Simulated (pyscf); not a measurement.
A first-order saddle from PySCF, ωB97X-D3(BJ)/def2-SVP:

```
Ge
H 1 1.5336
H 1 1.5478 2 116.35
H 1 1.5608 2 106.04 3 112.66
O 1 2.0436 2 91.74 4 157.47
H 5 0.9649 1 113.12 2 137.43
H 5 1.2769 6 115.28 3 -98.57
O 7 1.1360 5 138.27 6 104.20
H 8 0.9656 7 117.27 5 119.24
```

Surface: singlet, charge 0. Lowest wavenumbers (cm⁻¹): 809i, 115, 382, 386, 499.

Q: Which two sides does it connect, and which bonds change?

A: H₂O (SMILES O) + HO–GeH₃ (SMILES [OH][GeH3]) ⇌ HO–GeH₃ (SMILES [OH][GeH3]) + H₂O (SMILES O), a four-centre exchange read from left to right: H–O, Ge–O broken and Ge–O, H–O formed. At ωB97M-D3(BJ)/def2-TZVP it lies +93.8 kJ/mol from the left side and +93.8 kJ/mol from the right (each side as separated species at their lowest minima found). On the reactant side the descent ends in a complex, 25.7 kJ/mol under the separated species and 119.5 kJ/mol under the saddle at ωB97X-D3(BJ)/def2-TZVP. On the product side the descent ends in a complex (not fully relaxed), 25.7 kJ/mol under the separated species and 119.5 kJ/mol under the saddle at ωB97X-D3(BJ)/def2-TZVP. This is the saddle that the search found; another between the same sides may lie lower. Elements up to Kr have no core potential and no relativistic terms here.
